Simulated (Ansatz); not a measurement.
Saddle point of C2H10Si, singlet (CH₆Si ([CH3][SiH3]) + CH₄ → C₂H₈Si (C[SiH2]C) + H₂; bonds formed: Si1–C7, H2–H6; bonds broken: Si1–H2, H6–C7), PBE0-D4/def2-TZVP structure:

```
13
angstrom
Si -0.3873 -0.5283 -0.1936
H 1.2944 -0.7436 -0.5248
H -0.6471 -1.5549 -1.2357
H -1.7401 0.1510 -0.0543
C -0.0396 -0.9979 1.5816
H 0.9008 0.2797 -0.8182
C 0.1664 1.3960 -1.0624
H -0.9778 -1.2608 2.0794
H 0.6717 -1.8201 1.6610
H 0.3801 -0.1353 2.1084
H -0.1257 2.0221 -0.2196
H 1.1024 1.7871 -1.4839
H -0.5982 1.4050 -1.8380
```

Energies are electronic, without zero-point energy. Barriers and step energies count from the start structure reached by relaxing down the imaginary mode; all methods use the PBE0-D4 structures, on which another method's saddle can fall below an end. Computed with Ansatz 0.2.0 (basis: def2-TZVPP, with def2-QZVPP for the basis limit); correlated methods freeze the cores. B3LYP uses VWN-RPA correlation. Extrapolation: Hartree–Fock as exp(−7.88 √X), correlation as X^−2.97.

```tsv
method	barrier (kcal/mol)	step energy (kcal/mol)
SPW92	61.40	6.14
PBE-D4	69.62	6.30
BLYP-D4	75.95	7.02
r2SCAN-D4	73.22	6.53
B97M-V	75.01	7.94
PBE0-D4	73.80	6.86
B3LYP-D4	78.90	7.60
r2SCAN0-D4	76.12	6.95
BHLYP-D4	84.14	8.48
CAM-B3LYP-D4	80.73	8.07
wB97X-V	?	7.27
wB97M-V	78.25	6.69
B2PLYP	80.95	7.91
PBE-QIDH	77.80	6.96
RPA on PBE	?	7.75
HF	98.57	11.36
MP2	?	6.15
CCSD	83.38	8.10
CCSD(T)	80.68	7.36
```

Task: Fill in the withheld barriers. (To be estimated.)

Result: Computed: RPA on PBE 80.94; MP2 79.42; wB97X-V 79.83 kcal/mol. Each is the energy of the saddle less that of the start structure, by the same method.

For comparison, the barrier by CCSD(T) at an estimated basis limit (MP2 extrapolated from triple and quadruple zeta, plus CCSD(T) − MP2 in triple zeta) is 79.49 kcal/mol.

T1 diagnostic: at most 0.011.

Labels in which every atom is bracketed show which atoms are joined, not bond orders.

For scale, one of the runs: CCSD(T)/def2-TZVPP, 244 basis functions, launched by `ansatz run in.yaml --threads 4 --pin off --events-out ev --progress --plain --max-ram 9574MiB`. Hardware: 4 CPU threads of an AMD EPYC, shared host. Wall time 2.2 min; peak host memory 4.8 GiB.
